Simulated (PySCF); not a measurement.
Estimate the missing entries of this data sheet.

Species: C₆H₇ (charge +1).
SMILES with atom numbers: `[CH:1]#[C:2]/[CH:3]=[CH:4]/[CH+:5][CH3:6]` (hydrogens: H7 on C1; H8 on C3; H9 on C4; H10 on C5; H11, H12, H13 on C6)

Structure used (GFN2-xTB), in Å, numbered top down from 1:
```
atom  x, y, z in Å
C1     3.6151    0.1822    0.2032
C2     2.4777   -0.1973    0.0234
C3     1.1883   -0.6389   -0.1833
C4     0.0702    0.1401    0.0565
C5    -1.2057   -0.3353   -0.1683
C6    -2.4122    0.4261    0.0564
H7     4.6072    0.5073    0.3575
H8     1.0779   -1.6539   -0.5541
H9     0.2051    1.1478    0.4293
H10   -1.3229   -1.3483   -0.5418
H11   -2.2330    1.4321    0.4266
H12   -3.0689   -0.1204    0.7437
H13   -3.0033    0.4589   -0.8668
```

```tsv
property	level	value
point group of the GFN2-xTB geometry	GFN2-xTB	Cs
rotational constants A, B, C of the GFN2-xTB geometry	GFN2-xTB	?
HOMO energy	PBE0/def2-SVPD	?
LUMO energy	PBE0/def2-SVPD	?
lowest singlet excitation	TDDFT PBE0/def2-SVPD	2.87 eV (433 nm, f = 0.000)
strongest line among the 6 lowest singlet transitions	TDDFT PBE0/def2-SVPD	?
lowest triplet excitation (Tamm–Dancoff)	TDA PBE0/def2-SVPD	2.04 eV
static isotropic polarisability	PBE0/def2-SVPD	?
electronic spatial extent ⟨r²⟩ about the centre of nuclear charge	PBE0/def2-SVPD	?
13C chemical shifts (computed TMS as zero) by class	GIAO PBE0/pcSseg-1	236.4 (C5), 200.0 (C1), 194.8 (C3), 155.5 (C4), 101.1 (C2), 38.5 (C6) ppm
1H chemical shifts (computed TMS as zero) by class	GIAO PBE0/pcSseg-1	?
```

The electronic properties come from PySCF, for the isolated species, density fitting. NMR classes are plain means over equivalent atoms (diastereotopic ones count apart unless rotation or inversion swaps them), as if these changed places fast; in this geometry the members of some classes differ.

(1) Give the LUMO energy.

(2) The electronic spatial extent ⟨r²⟩ about the centre of nuclear charge?

(3) What is the HOMO energy?

(4) What are the 1H chemical shifts (computed TMS as zero) by class?

(5) The strongest line among the 6 lowest singlet transitions?

(6) What is the static isotropic polarisability?

(7) Give the rotational constants A, B, C of the GFN2-xTB geometry.

Results:

(1) -8.99 eV.

(2) 842 bohr².

(3) -13.23 eV.

(4) 9.61 (H10), 9.60 (H7), 8.37 (H8), 8.12 (H9), 3.77 (H11/H12/H13) ppm.

(5) S2 at 4.22 eV (294 nm, f = 0.695).

(6) 83.7 au.

(7) 24.410, 1.390, 1.325 GHz.

In wavenumbers S1 is 23100 cm⁻¹ (1 eV = 8065.54 cm⁻¹). The vertical singlet–triplet gap S1 − T1 is 0.83 eV (TDDFT singlet less Tamm–Dancoff triplet; S1: HOMO−1→LUMO, weight 0.99; T1: HOMO→LUMO, weight 0.98). With B = h/(8π²I), that is 505.379 GHz u Å² over I, the principal moments of inertia are 20.7, 363.7 and 381.4 u Å² (most abundant isotopes). The rotational constants make it an asymmetric top with κ = (2B − A − C)/(A − C) = -0.99, nearer the prolate limit (−1). The largest Löwdin shares of the LUMO are 0.26 on C3, 0.25 on C5, 0.17 on C1 and 0.10 on C2. The polarisability is 12.40 Å³ as a volume (1 au = 0.148185 Å³), or 1.99 au for each of the 42 electrons.

One conformer stands for the species.
